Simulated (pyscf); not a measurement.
Thermochemistry of product channels of `[O]=[Si]([Cl])[Cl]` + `[FH]` on the singlet surface, in kcal/mol, from CCSD(T)/def2-TZVPP + ΔMP2(QZVPP) energies (ideal gas, 1 atm, RRHO with modes under 100 cm⁻¹ raised to 100, one conformer, R ln 2 for rigid chiral ones). Single points on ωB97X-D3(BJ)/def2-SVP structures (PySCF, gas phase). MP2 and CC: frozen core, UHF for open shells. ΔMP2 is the change of the MP2 total energy from the triple- to the quadruple-zeta basis.

```tsv
products	ΔE	ΔH(298 K)	ΔG(298 K)	ΔG(600 K)
`[OH][Si]([F])([Cl])[Cl]`	?	-80.1	-70.5	?
`[O]=[SiH][Cl]` + `[F][Cl]`	+93.7	+92.2	+90.9	+89.8
`[O]=[Si]([F])[Cl]` + `[ClH]`	?	-9.6	-10.1	-10.5
`[OH][Si][Cl]` [singlet] + `[F][Cl]`	+80.8	+80.8	+79.3	+77.8
```

Task: Complete the blanks.

Result: 
- `[OH][Si]([F])([Cl])[Cl]`, ΔE: -81.8
- `[OH][Si]([F])([Cl])[Cl]`, ΔG(600 K): -60.9
- `[O]=[Si]([F])[Cl]` + `[ClH]`, ΔE: -8.6

These are energies of the channels, which say nothing of barriers. The CCSD(T) − MP2 part came from Ansatz, without density fitting, on the same reference.
